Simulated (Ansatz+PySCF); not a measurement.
## doublet CHClF: levels of theory in one basis

```yaml
atoms:
  - { symbol: C, position_ang: [-0.5632, 0.5548, -0.1346] }
  - { symbol: H, position_ang: [-0.7374, 1.5037, 0.3623] }
  - { symbol: F, position_ang: [-1.5389, -0.3377, 0.0264] }
  - { symbol: Cl, position_ang: [1.0806, -0.1152, 0.0143] }
```

Basis set: cc-pVTZ on H, C, F; cc-pV(T+d)Z on Cl (spherical functions). Correlated methods keep 7 orbitals frozen. Correlation on ROHF uses semicanonical orbitals with singles. Charge 0, multiplicity 2.

Computed with Ansatz (development build ahead of 0.2.0) and PySCF 2.14.0; each method stands on the lowest determinant of its kind that the runs found.

```tsv
method	E − E(ROHF) (eV)	<S²> of the determinant
ROHF	0.00	0.75
UHF	-0.11	0.76
ROHF-MP2	-15.83	–
UHF-MP2	-15.82	0.76
```

(1) What does ROHF-CCSD(T) give on the same scale?

Answers

(1) -17.15 eV.
